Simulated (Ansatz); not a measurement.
Geometry optimisation, Ansatz 0.2.0, RKS LDA/def2-SVP.

input.yaml

```yaml
crystal:
  periodic: [false, false, false]
  atoms:
    - { symbol: "N", position_ang: [-0.86099, -0.82259, -0.13124] }
    - { symbol: C, position_ang: [0.08628, -0.1866, 0.07045] }
    - { symbol: S, position_ang: [1.479, 0.59208, 0.38242] }
    - { symbol: H, position_ang: [-1.69568, -1.36093, -0.26917] }
    - { symbol: H, position_ang: [0.99138, 1.77803, -0.05247] }
total_charge: 1
basis:
  gaussian: { orbitals: def2-SVP }
hamiltonian:
  xc: lda
relax:
  f_tol: 0.02
  max_steps: 40
output:
  orbitals: {}
```

Run as:

```bash
$ ansatz run input.yaml --threads 1 --pin off --max-ram 2048MiB --backend cpu --events-out ev --progress --plain --runs-dir out
```

Question: Where does it end, and by what steps?

Answer: It converged. Limits of this set-up: the dipole of an ion depends on the origin. After 4 steps the energy has fallen by 0.034 eV; H4 moved furthest, 0.03 Å.

```json
{"step": "0", "energy less start (eV)": "0.0000", "largest force component (eV/Å)": "0.971", "accepted": "yes"}
{"step": "1", "energy less start (eV)": "-0.0287", "largest force component (eV/Å)": "0.492", "accepted": "yes"}
{"step": "2", "energy less start (eV)": "-0.0339", "largest force component (eV/Å)": "0.066", "accepted": "yes"}
{"step": "3", "energy less start (eV)": "-0.0340", "largest force component (eV/Å)": "0.037", "accepted": "yes"}
{"step": "4", "energy less start (eV)": "-0.0344", "largest force component (eV/Å)": "0.010", "accepted": "yes"}
```

```xyz
5
Properties=species:S:1:pos:R:3
N -0.870 -0.825 -0.117
C 0.084 -0.186 0.070
S 1.502 0.594 0.386
H -1.717 -1.384 -0.283
H 1.001 1.802 -0.055
```

Run time: 5.7 s on 1 CPU thread of a shared host.
